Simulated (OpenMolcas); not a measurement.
**A ladder of methods for LiH (SMILES [LiH])**

LiH: 2 atoms, total charge 0, spin state singlet. As SMILES, `[LiH]`. The bond length is the measured one.

| atom | x (Å) | y (Å) | z (Å) |
| --- | --- | --- | --- |
| Li | 0.0000 | 0.0000 | 0.0000 |
| H | 0.0000 | 0.0000 | 1.5957 |

Quantity: the energy change with the Li1–H2 bond stretched from 1.596 to 2.393 Å, in eV. The values are calculated.

```tsv
level	kind	program	value (eV)	less FCI/def2-SVP
HF/def2-SVP (restricted)	Hartree–Fock	OpenMolcas	0.98	+0.12
SVWN5/def2-SVP (restricted)	LDA	OpenMolcas	0.86	0.00
r2SCAN/def2-SVP (restricted)	meta-GGA	OpenMolcas	0.89	+0.03
PBE0/def2-SVP (restricted)	global hybrid	OpenMolcas	0.93	+0.07
B2PLYP/def2-SVP (restricted)	double hybrid	OpenMolcas	0.96	+0.10
SC-NEVPT2(2,2)/def2-SVP	multireference	OpenMolcas	0.81	-0.05
CISD/def2-SVP (restricted)	coupled cluster or CI	OpenMolcas	0.86	0.00
FCI/def2-SVP	exact in the basis	OpenMolcas	0.86	0.00
```

FCI/def2-SVP is exact within its basis and frozen core, so for wave-function methods in that basis the difference is their error; functionals converge differently with the basis, so for them it is only a difference. The first shape isn't each level's own minimum. The values span 0.81 to 0.98 eV.
